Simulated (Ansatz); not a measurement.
Program: Ansatz. Geometries: PBE0-D4/def2-TZVP. ΔE: electronic, gas phase. CCSD(T)/CBS adds triple-zeta CCSD(T) − MP2 to the extrapolated MP2 energy (def2 sets, frozen cores). This one scheme is used for every species. Double bonds are as drawn, so ΔE can hold a change between cis and trans. DFT in def2-TZVPP. B3LYP here is the variant with VWN-RPA as its local correlation; programs differ in this. One conformer a species, not always the lowest.

`N/C(Cl)=C\O` + H–F → `N/C(F)=C\O` + HCl  (substitution at a C–Cl bond)

`N/C(Cl)=C\O`:

Z-matrix (Å, degrees):
```
N
C 1 1.402
H 1 1.013 2 112.6
H 1 1.013 2 112.6 3 -122.7
Cl 2 1.745 1 119.7 3 61.4
C 2 1.332 1 120.1 3 -118.6
O 6 1.342 2 122.7 1 0.0
H 6 1.081 2 123.1 1 -180.0
H 7 0.971 6 105.7 2 0.0
```

H–F:

Cartesian coordinates in Å:
```
F 0.427 -0.091 -0.144
H -0.427 0.091 0.144
```

`N/C(F)=C\O`:

Cartesian coordinates in Å:
```
N -0.130 0.245 -1.204
C -0.100 -0.575 -0.082
F -0.329 -1.899 -0.272
C 0.141 -0.115 1.139
O 0.378 1.187 1.405
H -1.034 0.259 -1.661
H 0.580 0.011 -1.887
H 0.163 -0.761 2.006
H 0.330 1.649 0.556
```

HCl:

```xyz
2

Cl   -0.441   -0.461    0.046
H     0.441    0.461   -0.046
```

CCSD(T)/CBS gives +0.25 eV.

(1) Another level gave +0.12 eV. Which?
A. PBE-D4/def2-TZVPP
B. ωB97M-V/def2-TZVPP
C. B3LYP/def2-TZVPP
D. MP2/def2-TZVPP

Largest T1 diagnostic among the species: 0.012.

Answers

(1) B. ωB97M-V 0.12, PBE-D4 0.18, B3LYP 0.07, MP2/def2-TZVPP 0.32 eV.

In def2-TZVPP, CCSD(T) changes the Hartree–Fock value by +0.20 eV (the triples alone add +0.04 eV) and MP2 by +0.33 eV. Leaving LDA and LC-ωPBE aside and taking each functional with its dispersion term where it has one, the values, not all of them listed here, spread over 0.17 eV, from CAM-B3LYP-D4 to revPBE-D4. At CCSD(T), def2-SVP lies −0.25 eV from the extrapolated value and def2-TZVPP −0.07 eV.
